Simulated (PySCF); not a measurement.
Fill in the blanks.

Species: C5H13N.
Cartesian coordinates in Å at the GFN2-xTB level; atoms count from 1:
```
atom  x, y, z in Å
C1     2.706   -0.199   -0.087
C2     1.377    0.530    0.075
C3     0.200   -0.438   -0.046
N4    -1.075    0.249   -0.177
C5    -1.480    0.900    1.052
C6    -2.109   -0.649   -0.647
H7     2.812   -0.972    0.671
H8     3.536    0.496    0.013
H9     2.770   -0.670   -1.066
H10    1.275    1.296   -0.694
H11    1.361    1.024    1.048
H12    0.341   -1.034   -0.953
H13    0.202   -1.132    0.815
H14   -2.439    1.391    0.892
H15   -0.750    1.658    1.322
H16   -1.586    0.193    1.892
H17   -1.812   -1.067   -1.608
H18   -3.032   -0.088   -0.784
H19   -2.307   -1.479    0.051
```

| property | level | value |
| --- | --- | --- |
| point group of the GFN2-xTB geometry | GFN2-xTB | ? |
| rotational constants A, B, C of the GFN2-xTB geometry | GFN2-xTB | 7.291, 1.820, 1.567 GHz |
| dipole moment | PBE0/pcSseg-1 | 0.51 D |
| HOMO energy | PBE0/pcSseg-1 | ? |
| LUMO energy | PBE0/pcSseg-1 | ? |
| 13C chemical shifts (computed TMS as zero) by class | GIAO PBE0/pcSseg-1 | ? |
| 1H chemical shifts (computed TMS as zero) by class | GIAO PBE0/pcSseg-1 | ? |
| isotropic shieldings of nuclei other than C and H, by class | GIAO PBE0/pcSseg-1 | 220 (N4) ppm |

Gas-phase values; electronic properties from PySCF, density fitting. Isolated species at its GFN2-xTB geometry (one conformer only). NMR classes are plain means over equivalent atoms (diastereotopic ones count apart unless rotation or inversion swaps them), as if these changed places fast; in this geometry the members of some classes differ.

(1) What is the HOMO energy?

(2) Give the 13C chemical shifts (computed TMS as zero) by class.

(3) Give the LUMO energy.

(4) The 1H chemical shifts (computed TMS as zero) by class?

(5) Give the point group of the GFN2-xTB geometry.

## Answers

(1) -6.07 eV.

(2) 65.6 (C3), 47.6 (C5/C6), 26.8 (C2), 14.4 (C1) ppm.

(3) 1.53 eV.

(4) 2.20 (H14/H15/H16/H17/H18/H19), 2.01 (H12/H13), 1.51 (H10/H11), 0.97 (H7/H8/H9) ppm.

(5) C1.

 With B = h/(8π²I), that is 505.379 GHz u Å² over I, the principal moments of inertia are 69.3, 277.8 and 322.6 u Å² (most abundant isotopes). The rotational constants make it an asymmetric top with κ = (2B − A − C)/(A − C) = -0.91, nearer the prolate limit (−1). In atomic units the dipole is 0.20 e·bohr (1 au = 2.5417 D).
